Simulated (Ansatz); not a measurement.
Relaxation of C₂H₆O₂S (11 atoms, charge 0, multiplicity 1), to a largest force component of 0.02 eV/Å in at most 40 steps.

Theory: Ansatz 0.2.0, RKS PBE/STO-3G.

```xyz
11
Properties=species:S:1:pos:R:3
C -0.960 0.414 0.391
C 0.333 -0.035 -0.137
O 0.878 -0.924 0.774
O 1.293 1.065 -0.267
S 0.149 -0.848 -1.753
H -0.883 0.982 1.342
H -1.436 1.191 -0.296
H -1.668 -0.351 0.540
H 0.994 -0.395 1.650
H 1.762 0.808 -1.009
H -0.396 -1.964 -1.215
```

Task: Where does it end, and by what steps?

Result: The run converged. The force dipped under the threshold on the way, but the program's further checks kept it going. Limits of this set-up: minimal basis. After 20 steps the energy has fallen by 1.319 eV; H11 moved furthest, 1.21 Å.

```csv
step,energy less start (eV),largest force component (eV/Å),accepted
0,0.0000,6.260,yes
1,-1.1010,1.244,yes
2,-1.1999,0.597,yes
3,-1.2513,0.359,yes
4,-1.2611,0.452,yes
5,-1.2702,0.263,yes
6,-1.2789,0.139,yes
7,-1.2834,0.113,yes
8,-1.2882,0.206,yes
9,-1.2984,0.239,yes
10,-1.2909,0.750,no
11,-1.3041,0.119,yes
12,-1.3079,0.119,yes
13,-1.3137,0.146,yes
14,-1.3128,0.234,no
15,-1.2782,0.529,no
16,-1.3172,0.047,yes
17,-1.3185,0.015,yes
18,-1.3159,0.320,no
19,-1.3186,0.080,yes
20,-1.3189,0.012,yes
```

```xyz
11
Properties=species:S:1:pos:R:3
C -1.095 0.640 0.468
C 0.159 -0.089 -0.150
O 0.755 -1.108 0.745
O 1.124 0.998 -0.407
S -0.375 -1.053 -1.654
H -0.784 1.251 1.338
H -1.559 1.308 -0.281
H -1.843 -0.104 0.798
H 1.008 -0.518 1.564
H 1.932 0.463 -0.787
H 0.745 -1.845 -1.613
```

Whether the end is a true minimum wasn't checked by a vibrational analysis.

The run took 52 s on 1 thread of Arm Neoverse V1, on a shared host, peak memory 0.12 GiB.
